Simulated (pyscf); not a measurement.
PySCF, gas phase, ωB97X-D3(BJ)/def2-SVP geometries.

Task: Estimate by transition-state theory the rate constant of `[SiH2][SiH3]` [doublet] + `[OH2]` → `[OH][SiH][SiH3]` [doublet] + `[H][H]` (doublet surface; H–Si, H–O broken, O–Si, H–H formed) at 600 K, with ωB97M-D3(BJ)/def2-TZVP energies (ideal gas, 1 atm, RRHO with modes under 100 cm⁻¹ raised to 100, one conformer, R ln 2 for chiral ones without a mode under 150 cm⁻¹; no tunnelling).

Result: The electronic barrier is 32.7 kcal/mol and the thermal terms add +18.4, so ΔG‡ = 51.0 kcal/mol. With k_BT/h = 1.25e+13 s⁻¹ and RT = 1.192 kcal/mol, and a volume of 8.18e-20 cm³ per molecule at 1 atm, k = 2.6e-25 cm³ molecule⁻¹ s⁻¹. Wigner's tunnelling factor for 1570i cm⁻¹ would be 1.59, likely too low at so high a frequency. A shift of 1 kcal/mol in the barrier changes k by a factor 2.3. At the saddle there is also a short H–Si contact that neither side keeps. HO–SiH•–SiH₃ lies 22.9 kcal/mol over its isomer •H₂Si–O–SiH₃ (electronic energy, ωB97M-D3(BJ)/def2-TZVP). This is the saddle that the search found; another between the same sides may lie lower.
